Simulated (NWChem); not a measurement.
# Lowest excitation of difluoromethane (CH2F2)

```xyz
5

F      1.0958     0.0000     0.2872
C      0.0000     0.0000    -0.4910
F     -1.0958     0.0000     0.2872
H      0.0000    -0.9137    -1.1116
H      0.0000     0.9137    -1.1116
```
Charge 0, spin multiplicity 1.

Everything below was run with NWChem. The geometry was optimised at PBE0/def2-SVP, a minimum by its harmonic frequencies.

Basis set: def2-SVPD.

The correlated methods keep 3 core orbitals frozen. B3LYP has NWChem's definition, with VWN1-RPA local correlation. No row is a measurement; the coupled-cluster row has its own basis-set and correlation limits.

Q: Order these methods by the lowest vertical singlet excitation energy they give, lowest first: EOM-CCSD, TD-B3LYP, TD-PBE, CIS.

A: TD-PBE (8.32 eV), TD-B3LYP (9.03 eV), EOM-CCSD (9.92 eV), CIS (11.15 eV)
